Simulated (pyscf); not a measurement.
PySCF, gas phase, ωB97X-D3(BJ)/def2-SVP geometries.

Q: Estimate by transition-state theory the rate constant of H₃C–O–ZnH + H₂ → ZnH₂ + H₃C–OH (singlet surface; O–Zn, H–H broken, H–Zn, H–O formed) at 600 K, with ωB97M-D3(BJ)/def2-TZVP energies (ideal gas, 1 atm, RRHO with modes under 100 cm⁻¹ raised to 100, one conformer, R ln 2 for chiral ones without a mode under 150 cm⁻¹; no tunnelling).

A: The electronic barrier is 20.9 kcal/mol and the thermal terms add +17.3, so ΔG‡ = 38.2 kcal/mol. With k_BT/h = 1.25e+13 s⁻¹ and RT = 1.192 kcal/mol, and a volume of 8.18e-20 cm³ per molecule at 1 atm, k = 1.3e-20 cm³ molecule⁻¹ s⁻¹. Wigner's tunnelling factor for 1210i cm⁻¹ would be 1.35. A shift of 1 kcal/mol in the barrier changes k by a factor 2.3. On the product side the descent ends in an adduct with a O–Zn contact (not fully relaxed), 10.5 kcal/mol under the separated species and 26.0 kcal/mol under the saddle at ωB97X-D3(BJ)/def2-TZVP. What is counted as broken (O–Zn) persists as a longer contact in the product adduct; parting that adduct is a step of its own. At the saddle there is also a short H–Zn contact that neither side keeps. This is the saddle that the search found; another between the same sides may lie lower. Elements up to Kr have no core potential and no relativistic terms here.
